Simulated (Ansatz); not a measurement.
Rock-salt RbBr, treated with LDA (plane waves, PAW; Ansatz, a quantum-chemistry and plane-wave program).

Run with plane-wave cutoff 520 eV, 6×6×6 k mesh, scalar-relativistic PAW data made under PBE.

Computed at the level's own relaxed cell.

Hill averages of the elastic tensor: K = 18.4 GPa, G = 8.1 GPa. Volume 37.062 Å³/atom, mean atomic mass 82.686 u.

Question: Work out the density, the sound velocities of a polycrystal and the elastic Debye temperature at this level.

Answer: ρ = 1.66054 × 82.686/37.062 = 3.705 g/cm³. v_l = √[(K + 4G/3)/ρ] = 2.807 km/s and v_t = √(G/ρ) = 1.479 km/s. The mean follows from 3/v_m³ = 1/v_l³ + 2/v_t³: v_m = 1.654 km/s. Θ_D = (ħ/k_B) v_m (6π²/V)^(1/3) = 76.38 K Å s/km × 1.654 × 1.1691 Å⁻¹ = 148 K, counting all atoms of the cell.
